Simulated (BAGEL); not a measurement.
**singlet AlSiH4O−: levels of theory compared**

Aim: a comparison of 5 runs (HF/aug-cc-pVDZ, B3LYP/6-31G*, B3LYP/aug-cc-pVDZ, PBE0/aug-cc-pVDZ, RI-MP2/aug-cc-pVDZ) of singlet AlSiH4O−. 

Program for the calculation: BAGEL 1.2.2.

2 further runs of the same task are left out: 2 set aside as unsound or not needed.

### Step 1. Starting point

AlSiH4O−: 7 atoms, total charge -1, spin state singlet. SMILES of the parent species: `[AlH][O][SiH3]`. The coordinates come from a PBE0-D4/def2-TZVP relaxation. This is one conformer, not always the lowest. That shape belongs to the parent species and isn't relaxed for this state.

Bond lengths: Al1–O2 1.689 Å, O2–Si3 1.627 Å, Al1–H4 1.609 Å, Si3–H5 1.487 Å, Si3–H6 1.487 Å, Si3–H7 1.488 Å. Angles: Al1–O2–Si3 169.6°, O2–Al1–H4 116.0°, O2–Si3–H5 110.0°, O2–Si3–H6 110.2°, O2–Si3–H7 110.3°, H5–Si3–H6 108.8°, H5–Si3–H7 108.7°, H6–Si3–H7 108.8°.

### Step 2. The energy at HF/aug-cc-pVDZ (density fitting with qzvpp-jkfit) (run 1)

calc.json

```json
{ "bagel": [

{
  "title": "molecule",
  "basis": "aug-cc-pvdz.json",
  "df_basis": "qzvpp-jkfit",
  "angstrom": true,
  "geometry": [
    { "atom": "Al", "xyz": [   -1.643700,   -1.503700,   -0.201100 ] },
    { "atom": "O", "xyz": [   -0.403000,   -0.368600,   -0.047300 ] },
    { "atom": "Si", "xyz": [    0.870900,    0.567400,    0.335800 ] },
    { "atom": "H", "xyz": [   -2.580100,   -1.352800,   -1.500200 ] },
    { "atom": "H", "xyz": [    1.204400,    1.463600,   -0.802700 ] },
    { "atom": "H", "xyz": [    0.554900,    1.401200,    1.526200 ] },
    { "atom": "H", "xyz": [    2.057800,   -0.275200,    0.643500 ] }
  ]
},
{
  "title": "hf",
  "charge": -1
},
{
  "title": "print",
  "file": "orbitals.molden",
  "orbitals": true
}

]}
```

The basis set aug-cc-pVDZ is read from a file made from the Basis Set Exchange's data (not shown).

Run with:

```
$ BAGEL_NUM_THREADS=1 BAGEL calc.json > calc.out
```

Output:

```text
* using 1 threads per process

  ===============================================================
  ===============================================================

  *** Geometry ***

[... 20 lines left out ...]
  === Nuclear Repulsion ===
   131.6628242392

      * DIIS with orbital gradients will be used.

  === RHF iteration (aug-cc-pvdz.json) ===
      0       -607.70885513          0.01967325           0.05
      1       -607.82948742          0.02109335           0.05
      2       -608.08947437          0.00232406           0.05
[... 11 lines of this table left out ...]
     14       -608.09682388          0.00000001           0.05
    * SCF iteration converged.

    * Permanent dipole moment:
           (   -2.369449,    -2.795447,     0.470988) a.u.

    * METHOD: HF                                   0.93

    * METHOD: PRINT                                0.02

  ===============================================================
```

It took 1.3 s on 1 thread of Arm Neoverse V2, shared host; peak memory 0.13 GiB.

### Step 3. The energy at B3LYP/6-31G(d) (density fitting with qzvpp-jkfit, spherical functions) (run 2)

input.json

```json
{ "bagel" : [

{
  "title" : "molecule",
  "basis" : "6-31gs.json",
  "df_basis" : "qzvpp-jkfit",
  "angstrom" : true,
  "geometry" : [
    { "atom" : "Al", "xyz" : [      -1.643700,      -1.503700,      -0.201100 ] },
    { "atom" : "O", "xyz" : [      -0.403000,      -0.368600,      -0.047300 ] },
    { "atom" : "Si", "xyz" : [       0.870900,       0.567400,       0.335800 ] },
    { "atom" : "H", "xyz" : [      -2.580100,      -1.352800,      -1.500200 ] },
    { "atom" : "H", "xyz" : [       1.204400,       1.463600,      -0.802700 ] },
    { "atom" : "H", "xyz" : [       0.554900,       1.401200,       1.526200 ] },
    { "atom" : "H", "xyz" : [       2.057800,      -0.275200,       0.643500 ] }
  ]
},

{
  "title" : "ks",
  "xc_func" : "b3lyp",
  "charge" : -1
},

{
  "title" : "print",
  "file" : "orbitals.molden",
  "orbitals" : true
}

]}
```

The basis set 6-31G* is read from a file made from the Basis Set Exchange's data (not shown).

Run with:

```
$ BAGEL_NUM_THREADS=1 BAGEL input.json > input.out
```

Output:

```text
* using 1 threads per process

  ===============================================================
  ===============================================================

  *** Geometry ***

[... 20 lines left out ...]
    * Removing 10403 points whose weight is below 1.00e-10
[... 2 lines left out ...]
  === Nuclear Repulsion ===
   131.6628242392

       - DIIS with orbital gradients will be used.

  === KS iteration (b3lyp / 6-31gs.json) ===
      0       -583.14962647          0.19696019           0.18
      1       -587.57234814          0.08687263           0.17
      2       -578.38147827          0.20235969           0.17
[... 24 lines of this table left out ...]
     27       -609.60723015          0.00000001           0.17
    * SCF iteration converged.

    * Permanent dipole moment:
           (   -2.073587,    -2.240381,     0.173222) a.u.

    * METHOD: KS                                   5.07

    * METHOD: PRINT                                0.01

  ===============================================================
```

Wall time 5.4 s (1 thread of Arm Neoverse V2, shared host); peak memory 0.29 GiB.

Runs 3 to 4 aren't shown in full; the table further down has their settings and results.

### Step 4. The energy at RI-MP2/aug-cc-pVDZ (density fitting with qzvpp-jkfit) (run 5)

input.json

```json
{ "bagel": [

{
  "title": "molecule",
  "basis": "aug-cc-pvdz.json",
  "df_basis": "qzvpp-jkfit",
  "angstrom": true,
  "geometry": [
    { "atom": "Al", "xyz": [   -1.643700,   -1.503700,   -0.201100 ] },
    { "atom": "O", "xyz": [   -0.403000,   -0.368600,   -0.047300 ] },
    { "atom": "Si", "xyz": [    0.870900,    0.567400,    0.335800 ] },
    { "atom": "H", "xyz": [   -2.580100,   -1.352800,   -1.500200 ] },
    { "atom": "H", "xyz": [    1.204400,    1.463600,   -0.802700 ] },
    { "atom": "H", "xyz": [    0.554900,    1.401200,    1.526200 ] },
    { "atom": "H", "xyz": [    2.057800,   -0.275200,    0.643500 ] }
  ]
},
{ "title": "hf", "charge": -1 },
{ "title": "mp2", "charge": -1, "ncore": 11 }

]}
```

The basis set aug-cc-pVDZ is read from a file made from the Basis Set Exchange's data (not shown).

Run with:

```
$ BAGEL_NUM_THREADS=1 BAGEL input.json > input.out
```

Output:

```text
* using 1 threads per process

  ===============================================================
  ===============================================================

  *** Geometry ***

[... 31 lines left out ...]
    * SCF iteration converged.
[... 1 line left out ...]
    * Permanent dipole moment:
[... 2 lines left out ...]
    * METHOD: HF                                   0.99

  *** RHF ***

  === Nuclear Repulsion ===
   131.6628242392

      * DIIS with orbital gradients will be used.

  === RHF iteration (aug-cc-pvdz.json) ===
      0       -608.09682388          0.00000000           0.05
    * SCF iteration converged.

    * Permanent dipole moment:
           (   -2.369449,    -2.795447,     0.470988) a.u.

  === DF-MP2 calculation ===

    * freezing 11 orbitals
    * 3-index integral transformation done
    * assembly done

      MP2 correlation energy:   -0.3828480298      0.03

      MP2 total energy:       -608.4796719117

    * METHOD: MP2                                  0.15

  ===============================================================
```

Run time: 1.5 s. Hardware: 1 thread of Arm Neoverse V2, shared host; peak memory 0.13 GiB.

### Step 5. All runs side by side

| run | level | frozen core orbitals | energy (Eh) | HOMO energy (eV) | LUMO energy (eV) | HOMO–LUMO gap (eV) | wall time |
| --- | --- | --- | --- | --- | --- | --- | --- |
| 1 | HF/aug-cc-pVDZ (density fitting with qzvpp-jkfit) | – | -608.096824 | -0.81 | 3.20 | 4.01 | 1.3 s |
| 2 | B3LYP/6-31G* (density fitting with qzvpp-jkfit, spherical functions) | – | -609.607230 | 1.57 | 4.06 | 2.49 | 5.4 s |
| 3 | B3LYP/aug-cc-pVDZ (density fitting with qzvpp-jkfit) | – | -609.661373 | 0.75 | 2.42 | 1.68 | 7.8 s |
| 4 | PBE0/aug-cc-pVDZ (density fitting with qzvpp-jkfit) | – | -609.288329 | 0.64 | 2.56 | 1.92 | 8.7 s |
| 5 | RI-MP2/aug-cc-pVDZ (density fitting with qzvpp-jkfit) | 11 | -608.479672 | – | – | – | 1.5 s |

### Step 6. Results

```
                                           quantity          value
                                run 5: total energy  -608.47967 Eh
run 5: correlation energy (11 core orbitals frozen)     -382.8 mEh
```

Over runs 1, 2, 3, 4 the HOMO–LUMO gap runs from 1.68 eV (B3LYP/aug-cc-pVDZ) to 4.01 eV (HF/aug-cc-pVDZ). Exact exchange widens orbital gaps. The empty levels of an anion lie above zero and hang on the basis. Totals of different functionals can't be ranked against each other. In runs 2, 3, 4 the HOMO lies above zero, so the outermost electron may be held by the basis alone. All runs together took 25 s, the longest 8.7 s.
